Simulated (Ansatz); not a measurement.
A made-up structure of CH6MgSi, closed shell:

```csv
atom,x (Å),y (Å),z (Å)
C1,-1.1170,1.5991,-1.3408
Mg2,-0.1384,0.1894,-0.1608
Si3,1.0840,-1.5543,1.3027
H4,1.3465,-0.1745,1.5118
H5,-0.4992,1.9198,-2.1862
H6,-1.3734,2.4983,-0.7709
H7,2.5501,-1.6386,1.0167
H8,0.5640,-2.9459,1.1271
H9,0.9805,-1.2728,2.7683
```

It is relaxed with PBE-D4/def2-SVP and then PBE0-D4/def2-TZVP (Ansatz 0.2.0). Atoms count as bonded within 1.22 times the sum of their covalent radii (H–H: 0.88 Å). The end point is not checked to be a true minimum.

(1) Does its bonding change? (A judgement: the text doesn't fix the answer.)

Answers

(1) The calculation gives: Yes. Formed: C1–Si3, Mg2–H8; broken: Mg2–Si3, Si3–H8.

Where it ends: The first stage lowers the energy by 5.29 eV in 56 steps. It ends as CH₆MgSi ([MgH][CH2][SiH3]):
```
9
angstrom
C -0.2098 0.2378 -0.0637
Mg 1.2014 -0.2304 -1.5276
Si 0.2675 -0.3350 1.6269
H 1.5732 0.2686 2.0325
H -1.1689 -0.2119 -0.3480
H -0.3559 1.3249 -0.0570
H 0.4647 -1.8164 1.6389
H 2.3307 -0.5946 -2.7493
H -0.7060 -0.0227 2.7155
```

Labels in which every atom is bracketed show which atoms are joined, not bond orders.

For scale, one of the runs: PBE0-D4/def2-TZVP relaxation, 136 basis functions, launched by `ansatz run in.yaml --threads 2 --pin off --events-out ev --progress --plain --max-ram 4352MiB`. The run took about 17 s on 2 CPU threads of an Arm Neoverse V1 (shared host).
